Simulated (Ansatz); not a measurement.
Run this with the Python package of Ansatz (0.2.0) and show what comes out.

Input file `alfhs.xyz`:
```text
4

F    -2.03690    0.07360    0.69840
Al   -0.36280    0.62140    0.77280
S     0.98920    0.24980   -0.99860
H     1.46610   -1.00520   -0.49290
```

The script, `relaxed_scan_alfhs.py`:
```python
import ansatz as az
import numpy as np

BASIS = "def2-SVP"
FUNCTIONAL = "PBE"
DISPERSION = "d3bj"


def main() -> None:
    geometry = az.Crystal.molecule_from_extxyz("alfhs.xyz")

    setup = (
        geometry.calculation()
        .basis(gaussian=BASIS)
        .functional(FUNCTIONAL, dispersion=DISPERSION)
        .spin("collinear", total=1)
    )
    symbols = [site.symbol for site in geometry.cartesian_sites]
    pairs = [(0, 1), (1, 2), (2, 3)]
    print("held (A)   E (eV)        ", "  ".join(f"{symbols[i]}{i}-{symbols[j]}{j}" for i, j in pairs))
    for length in [1.32, 1.43, 1.55, 1.72, 1.94]:
        r = setup.relax(constraints=[az.DistanceConstraint((2, 3), at=length)], force_tolerance=0.02, max_steps=60).run().report
        xyz = np.array(r["positions_ang"])
        print(f"{length:6.2f} {r['free_energy_ev']:14.5f}  ", "  ".join(f"{np.linalg.norm(xyz[i] - xyz[j]):.3f}" for i, j in pairs))


if __name__ == "__main__":
    main()
```

```console
$ python relaxed_scan_alfhs.py
held (A)   E (eV)         F0-Al1  Al1-S2  S2-H3
DeckWarning: relax.constraints: the input's atoms, or those drawn, lie off the distances that are held; a relaxation that starts there is brought onto them ahead of its first SCF, by positions alone, an atom by 5.73e-2 Å at the most. With the symmetry detection on, the symmetry is detected on the input's atoms as so brought (as typed, where only the drawn atoms reach the distances), and notices that speak of the structure as typed mean those atoms
  1.32   -20148.83894   1.683  2.222  1.320
  1.43   -20148.81672   1.684  2.222  1.430
  1.55   -20148.55329   1.684  2.224  1.550
  1.72   -20147.98585   1.684  2.222  1.720
  1.94   -20147.70323   1.668  2.094  1.940
```
(Warnings from the package without file and line, repeats left out.)

Caveats:
- Total energies depend on the basis set; only differences at equal settings carry meaning.
- The energies are electronic: no zero-point or thermal terms, and the basis set is short of its limit.
- The run takes the species as open-shell (spin multiplicity 2), which needn't be its ground state.
- Hardware and time: 110 s on 1 thread of Arm Neoverse V1, on a shared host, peak memory 0.22 GiB.
